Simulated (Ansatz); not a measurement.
A made-up structure of C2H4N, doublet:

```
7
angstrom
C -0.8381 0.3441 -0.5453
C 0.2927 0.0906 0.2287
N 0.7607 -1.1235 0.3478
H -1.3309 -0.4770 -1.0515
H -1.2349 1.3453 -0.6513
H 0.7642 0.9453 0.7256
H -0.6161 0.1770 0.4777
```

It is relaxed with PBE-D4/def2-SVP and then PBE0-D4/def2-TZVP (Ansatz 0.2.0). Atoms count as bonded within 1.22 times the sum of their covalent radii (H–H: 0.88 Å). The end point is not checked to be a true minimum.

**Question.** Does its bonding change? (Judge from chemistry; the calculation decides.)

**Answer.** Computed: Yes. Formed: none; broken: C2–H7.

Where it ends: The first stage lowers the energy by 5.06 eV in 11 steps. It ends as C₂H₄N ([CH3][CH][N]):
```
atom    x (Å)    y (Å)    z (Å)
  C1  -0.9262   0.2894  -0.2790
  C2   0.4745   0.0522   0.2067
  N3   1.1562  -0.9501  -0.0603
  H4  -1.2645  -0.5385  -0.9000
  H5  -0.9650   1.2164  -0.8564
  H6   0.9217   0.8303   0.8460
  H7  -1.5990   0.4021   0.5746
```

Labels in which every atom is bracketed show which atoms are joined, not bond orders.

For scale, one of the runs: PBE0-D4/def2-TZVP relaxation, 117 basis functions, launched by `ansatz run in.yaml --threads 2 --pin off --events-out ev --progress --plain --max-ram 4352MiB`. Hardware: 2 CPU threads of an Intel Xeon Platinum 8375C, shared host. Wall time about 16 s.
